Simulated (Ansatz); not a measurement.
AlH2(vinyl) (C₂H₅Al). Total charge 0; triplet. Geometry PBE0-D4/def2-TZVP, that of the neutral singlet; atoms count from 1.

```xyz
8

Al    0.280    1.417   -0.332
H     1.351    2.551   -0.032
H    -0.981    1.702   -1.254
C     0.437   -0.369    0.404
C    -0.507   -1.276    0.138
H     1.262   -0.690    1.041
H    -1.363   -1.042   -0.492
H    -0.479   -2.293    0.527
```

At PBE0-D4/def2-TZVP a singlet of charge 0 lies 3.87 eV below the triplet at the same geometry.

(1) Estimate the Mulliken populations from the PBE0/def2-TZVP orbitals of Ansatz.

(2) Where does the spin sit?

(3) And the Mayer bond orders between heavy atoms (over 0.3)?

## Answers

(1) 
```csv
atom,charge (e),spin (α − β)
Al1,0.26,0.28
H2,-0.11,-0.01
H3,-0.11,-0.01
C4,-0.25,0.87
C5,-0.22,1.01
H6,0.15,-0.04
H7,0.15,-0.05
H8,0.14,-0.05
```
Mulliken values depend strongly on the basis.

(2) Summed by element: Al 0.28, H -0.16, C 1.88, of 2 unpaired in all. Largest on single atoms: C5 1.01, C4 0.87, Al1 0.28.

(3) Al1–C4 1.17 (1.94 Å); C4–C5 1.04 (1.34 Å).
